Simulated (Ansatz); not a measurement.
# [GeH$_{3}$···H···OH], doublet along the distance Ge1-H5

Starting geometry:

```json
{"atom": "Ge", "x (Å)": "-0.5909", "y (Å)": "0.0101", "z (Å)": "0.0000"}
{"atom": "H", "x (Å)": "-1.1024", "y (Å)": "1.4567", "z (Å)": "0.0000"}
{"atom": "H", "x (Å)": "-1.1024", "y (Å)": "-0.7132", "z (Å)": "1.2528"}
{"atom": "H", "x (Å)": "-1.1024", "y (Å)": "-0.7132", "z (Å)": "-1.2528"}
{"atom": "H", "x (Å)": "0.9434", "y (Å)": "0.0101", "z (Å)": "0.0000"}
{"atom": "O", "x (Å)": "2.6491", "y (Å)": "0.0101", "z (Å)": "0.0000"}
{"atom": "H", "x (Å)": "2.9009", "y (Å)": "-0.9298", "z (Å)": "0.0000"}
```

From there atom H5 is moved from one fragment to the other while all else, the fragments' distance too, stays fixed, so the hump isn't the reaction's barrier; atoms are numbered as listed. Energies are in eV, counted from the starting geometry at the same level. Kohn–Sham curves are unrestricted where that lies lower.

Basis cc-pVDZ; Ansatz 0.2.0. Only valence electrons are correlated (noble-gas cores and the filled d shells of p-block atoms frozen). R marks a restricted (for open shells ROHF) determinant, U an unrestricted one. No spin–orbit coupling is included, and no scalar relativity.

For open shells CISD is restricted-active-space CI with the open shells as a complete middle space.

Full CI isn't at hand for all of this; UCCSDT(Q) serves as the reference, and is uncertain by the last step of the cluster series or more. The frozen core follows each run's orbitals, which can shift R against U totals by a few meV for light atoms and by up to 0.1 eV past Ca.

```
distance Ge1-H5 (Å)  UCCSDT(Q)  curve A  curve B  curve C  curve D
              1.534      0.000    0.000    0.000    0.000    0.000
              1.637      0.040    0.040    0.010    0.104    0.079
              1.841      0.069    0.070   -0.005    0.370    0.191
              2.046     -0.543   -0.541   -0.592   -0.368   -0.766
              2.250     -1.246   -1.243   -1.235   -1.181   -1.492
```

(1) The curves come from B2PLYP, CISD, RCCSDT(Q), RMP2. Compare each with UCCSDT(Q) and say which is which.

In so small a basis the reference is far from its limit. A double hybrid takes much of its correlation from a semilocal functional, which needs less basis, so its difference from the reference holds the reference's basis and frozen-core error beside its own.

## Answers

(1) A: RCCSDT(Q), B: B2PLYP, C: CISD, D: RMP2. Spread of the error against UCCSDT(Q), over the points where both stand: A 0.003, B 0.085, C 0.301, D 0.368 eV.
